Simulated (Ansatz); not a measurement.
The input, for Ansatz 0.2.0:

```yaml
crystal:
  periodic: [false, false, false]
  atoms:
    - {symbol: As, position_ang: [0.000000, 0.000000, 0.000000]}
    - {symbol: H, position_ang: [0.000000, 0.000000, 1.260000]}
basis:
  gaussian: {orbitals: aug-cc-pVDZ}
total_charge: -1
magnetization: {spin_polarized: false, initial_magnetization: 1}
correlation: {method: fci, electrons: outside_noble_gas}
```

```sh
$ ansatz run in.yaml --threads 2 --pin off --events-out ev --progress --plain --max-ram 24576MiB --backend cuda --devices 0, --max-vram 18GiB
```

Task: Roughly how long does this take on 2 threads of AMD EPYC 7R13 with a shared H100 80 GB, shared host, and how much host memory?

Result: 14 s wall and 0.83 GiB.

```
759 factors; integrals over basis functions are off by at most 1.6e-7 eV
mean field evaluation 1: about -60808.2933 eV, gradient 1.2e1 eV
mean field evaluation 2: about -60808.2935 eV, gradient 1.2e1 eV
mean field evaluation 4: about -60809.0596 eV, gradient 1.0e0 eV
mean field evaluation 8: about -60809.0696 eV, gradient 9.3e-4 eV
mean field evaluation 16: about -60809.0696 eV, gradient 3.2e-6 eV
mean field -60809.06961079 eV, -2234.6920903289 hartree, gradient 2.2e-6 eV, S^2 0.750000; 2 other end points of the search recorded, 0 dependent functions left out
mean field evaluation 32: about -60807.6738 eV, gradient 3.0e-2 eV
mean field evaluation 64: about -60807.5564 eV, gradient 2.5e0 eV
14 core orbitals not correlated: weight in the atoms' cores, before any rotation towards them, 0.999 or more for the frozen orbitals, at most 0.000 for the correlated occupied ones
reference -60809.06961079 eV, -2234.6920903289 hartree; 4, 3 occupied and 27, 28 virtual orbitals, 759 factors
state -60812.66584985 eV, -2234.8242496764 hartree
Total energy: -60812.66584985 eV, -2234.8242496764 hartree
```

Natural occupations: 1.9655 1.9390 1.9194 0.9847 0.0330 0.0325 0.0193 0.0189 0.0175 0.0150 0.0132 0.0110 0.0109 0.0042 0.0024 0.0020 0.0020 0.0019 0.0015 0.0013 0.0009 0.0009 0.0008 0.0007.
